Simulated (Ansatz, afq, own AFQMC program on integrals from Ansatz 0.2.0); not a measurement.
Integrals from Ansatz 0.2.0, then the random walk in our own AFQMC program (afq).

```yaml
crystal:
  periodic: [false, false, false]
  atoms:
    - {symbol: Ti, position_ang: [-0.635596, -0.573193, -1.993304]}
    - {symbol: F, position_ang: [-0.382464, -1.598816, -3.433816]}
    - {symbol: Br, position_ang: [-2.251240, 0.226291, -0.106120]}
    - {symbol: O, position_ang: [0.150069, 0.728056, -0.760047]}
    - {symbol: Si, position_ang: [0.867891, 1.825055, 0.280463]}
    - {symbol: H, position_ang: [2.261985, 2.018610, -0.224710]}
    - {symbol: H, position_ang: [0.907074, 1.287676, 1.670679]}
    - {symbol: H, position_ang: [0.141280, 3.126719, 0.259256]}
basis:
  gaussian: {orbitals: def2-SVP}
magnetization: {spin_polarized: true, initial_magnetization: 3}
correlation: {method: ccsd_t, electrons: outside_noble_gas, hamiltonian_folder: ham}
```

```sh
$ ansatz run in.yaml --threads 1 --pin off --events-out ev --progress --plain --max-ram 16896MiB --backend cuda --devices 0, --max-vram 18GiB
```

afq runs on the folder ham with

```
--method phaseless --trial cisd --walkers 1200 --populations 20 --least-time 60 --time-step 0.005 --steps-per-block 50 --equilibration-blocks 40 --max-blocks 4000 --target-error 0.00034 --factor-cut 1e-05 --start spin_pure --seed 3782 --release-times 0.24,0.48,0.8,1.2 --release-step 0.04 --release-every 5 --taylor-order 6
```

Times are imaginary, in 1/Eh. The walk had a cap of 361 s. With eight or more populations the least sampling time is a fifth of least-time, and the error comes from their spread. Filled inner d shells are frozen with the cores.

Output of the walk:

```
orbitals 94  electrons 17 14  factors 804 of 1225
reference energy -3885.30288282 Eh
CCSD correlation -0.68549173 Eh in 30 cycles, weight of the determinant in the CISD state 0.7725
energy of the start -3885.985428 Eh
 block  time / (1/Eh)  mean weight  energy / Eh
     1     0.250  0.9999  -3885.962294
     2     0.500  1.0004  -3885.973437
     3     0.750  0.9997  -3885.980980
     4     1.000  0.9996  -3885.991911
     5     1.250  1.0003  -3886.002020
     8     2.000  1.0005  -3886.002421
    13     3.250  0.9998  -3886.009138
    25     6.250  0.9989  -3886.008507
    37     9.250  0.9990  -3886.022979
    49    12.250  1.0011  -3886.005351
    61    15.250  1.0008  -3886.011168
    73    18.250  1.0008  -3886.004210
    85    21.250  0.9999  -3886.010027
    97    24.250  0.9991  -3886.010317
   109    27.250  0.9994  -3886.007315
   121    30.250  1.0001  -3886.012248
   133    33.250  0.9997  -3886.006104
   141    35.250  1.0004  -3886.001289
   145    36.250  1.0004  -3886.010823
   157    39.250  0.9996  -3886.006426
   169    42.250  0.9997  -3886.002276
error from the spread of 20 populations
released: time / (1/Eh)  energy / Eh  error  mean overlap
  0.24  -3886.007820  0.001019  0.9902
  0.48  -3886.008115  0.000913  0.9954
  0.80  -3886.008781  0.001014  0.9964
  1.20  -3886.010578  0.000988  0.9745
energy -3886.007052 +/- 0.000545 Eh
(rows thinned)
```

The run passed its tests (sampling time, drift between the halves within three errors, error under three times the target), which doesn't prove that it has relaxed, ending at its cap on processor time.

Against this walk (error 14.8 meV) on the same determinant: CCSD(T) 39.8 meV higher. The error is statistical and leaves out the bias of the constraint. None of these is a sure reference here. The released energies are still falling (meV from the phaseless value at times in 1/Eh: -21 ± 28 at 0.24, -29 ± 25 at 0.48, -47 ± 28 at 0.80, -96 ± 27 at 1.20), so they give no level; they do show a bias of the constraint, and the last of them that isn't too noisy lies 136 meV below CCSD(T).

Cautions: constraint bias not in the error; error above the target (14.8 against 9.3 meV); no relativity below Rb; no spin-orbit coupling; outer-core shells of the metal frozen; inner d shell frozen; higher spins were not checked.

The walk took 6 min on 1 × NVIDIA H100 80GB HBM3 with 2 threads of AMD EPYC 7R13 Processor (Zen 3), with other jobs on the host (the card was shared). The log's last line is the phaseless energy.
